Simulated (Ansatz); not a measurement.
## Fluorite SrCl2

All values below come from LC-ωPBE in Ansatz (plane waves, PAW).

Numerical settings: plane-wave cutoff 460 eV, 6×6×6 k mesh, Fermi–Dirac smearing 0.01 eV, scalar-relativistic PAW data made under PBE.

Cell: measured lattice: a = 6.974 Å, b = 6.974 Å, c = 6.974 Å, α = 90.00°, β = 90.00°, γ = 90.00°.

```yaml
band_gap: 11.88 eV (on the SCF k mesh)
smallest_direct_gap_on_the_k_points_sampled: 12.20 eV
direct gap at Γ: 12.32 eV
```

Note: cell and atoms aren't relaxed at this level.

Spin–orbit coupling is not included.

Ansatz is a program for electronic structure.
